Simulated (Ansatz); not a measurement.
For body-centred tetragonal In, revPBE (PAW; Ansatz, a quantum-chemistry and plane-wave program) gives:

```
Item                   Value
------------------  --------
lattice constant a   3.342 Å
c axis length        5.083 Å
bulk modulus        31.5 GPa
```

### Question
What does r²SCAN+rVV10 in Ansatz (plane waves, PAW) give for the same quantities?

### Answer

- lattice constant a: 3.223 Å (decreases by 3.6 %)
- lattice parameter c: 4.943 Å (falls by 2.8 %)
- bulk modulus: 46.0 GPa (rises by 46 %)

For comparison: lattice constant a 3.252 Å (measured, 293 K, not corrected to a static lattice; as tabulated in Wikipedia's data pages); lattice parameter c 4.947 Å (measured, 293 K, not corrected to a static lattice; as tabulated in Wikipedia's data pages); bulk modulus 44.7 GPa (measured, copied from a table, unchecked, extrapolated to 0 K and zero-point effects removed; as tabulated in Lejaeghere et al. (2013), arXiv:1204.2733).

Changes are worked out from the printed values.

Unless a cell is named, each level is at its own relaxed cell (revPBE 28.39, r²SCAN+rVV10 25.67 Å³/atom).

Ansatz's density-functional and Hartree–Fock values are scalar-relativistic unless marked +SOC, with PAW data made under PBE.
